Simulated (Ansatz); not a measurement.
Born–Oppenheimer molecular dynamics of CH6AlN (9 atoms, charge 0, multiplicity 1). It starts at the highest image of a converged band. Of that band: Neighbouring images differ by up to 3.2 eV, so the band resolves the path poorly. A vibrational analysis at the climbing image gives one clearly imaginary mode, 1517i cm⁻¹: a first-order saddle point.

These are results of Ansatz 0.2.0, RKS BHLYP-D4/def2-mTZVP, not measurements.

```json
{"ensemble": "NVE (velocity Verlet)", "time step": "0.5 fs", "steps asked": "200", "starting velocities drawn for": "100 K", "seed": "6601"}
```

First frame:

```xyz
9
Properties=species:S:1:pos:R:3
Al -0.357 -0.142 0.856
H 0.989 -0.066 1.655
C 1.738 0.101 0.104
H 1.783 -0.757 -0.563
H 1.616 1.029 -0.450
H 2.660 0.152 0.667
N -1.109 -0.113 -0.736
H -2.093 -0.194 -0.906
H -0.609 -0.011 -1.601
```

(1) What does the run give?

(2) What happens to the structure?

(3) How do temperature and energy run in time?

Results:

(1) All steps were run.

* steps done: 200
* time covered: 100 fs
* mean temperature over the second half: 2182 K
* spread of the potential energy over the second half: 59.3 meV per atom
* mean potential energy of the second half above the start: -209.4 meV per atom

The conserved energy stayed within 0.68 meV per atom of its start (net change -0.2 meV per atom), so the integration is sound. The kinetic energy rose, since the run started high on the potential surface and went downhill. A run of 0.1 ps of so small a system gives no equilibrium averages. The orbitals stay closed-shell, which can raise the energy where a bond breaks towards radicals; this wasn't checked here.

(2) Between its relaxed ends the band would form H2–C3 and break Al1–H2, Al1–C3. These pairs go: H2–C3 1.73 → 3.07 Å, Al1–H2 1.57 → 1.43 Å, Al1–C3 2.24 → 2.02 Å. In the last frame they stand as before the step (other bonds may differ from the relaxed reactants and products). These pairs come and go: their bonding changes 8 times, last at 94 of 100 fs, so the outcome isn't settled. It ends as one piece, CH6AlN. Pairs count as bonded within 1.25 times the sum of covalent radii (0.12 Å more for H–H). The details hang on the random start.

(3) 
```json
{"time (fs)": "0", "T (K)": "100", "potential energy less start (eV)": "0.000", "conserved less start (meV/atom)": "0.00"}
{"time (fs)": "8", "T (K)": "120", "potential energy less start (eV)": "-0.017", "conserved less start (meV/atom)": "0.10"}
{"time (fs)": "16", "T (K)": "1900", "potential energy less start (eV)": "-1.628", "conserved less start (meV/atom)": "0.03"}
{"time (fs)": "24", "T (K)": "2708", "potential energy less start (eV)": "-2.360", "conserved less start (meV/atom)": "0.01"}
{"time (fs)": "32", "T (K)": "1838", "potential energy less start (eV)": "-1.573", "conserved less start (meV/atom)": "-0.01"}
{"time (fs)": "40", "T (K)": "1266", "potential energy less start (eV)": "-1.051", "conserved less start (meV/atom)": "0.38"}
{"time (fs)": "48", "T (K)": "1948", "potential energy less start (eV)": "-1.672", "conserved less start (meV/atom)": "0.03"}
{"time (fs)": "56", "T (K)": "1908", "potential energy less start (eV)": "-1.634", "conserved less start (meV/atom)": "0.13"}
{"time (fs)": "64", "T (K)": "2273", "potential energy less start (eV)": "-1.965", "conserved less start (meV/atom)": "0.09"}
{"time (fs)": "72", "T (K)": "1565", "potential energy less start (eV)": "-1.326", "conserved less start (meV/atom)": "0.03"}
{"time (fs)": "80", "T (K)": "1922", "potential energy less start (eV)": "-1.651", "conserved less start (meV/atom)": "-0.29"}
{"time (fs)": "88", "T (K)": "2276", "potential energy less start (eV)": "-1.969", "conserved less start (meV/atom)": "0.02"}
{"time (fs)": "96", "T (K)": "3207", "potential energy less start (eV)": "-2.813", "conserved less start (meV/atom)": "-0.17"}
```

The run took 9.3 min on 2 threads of Intel(R) Xeon(R) Processor @ 2.50GHz (Skylake/Cascade Lake), with other jobs on the host, peak memory 0.15 GiB.
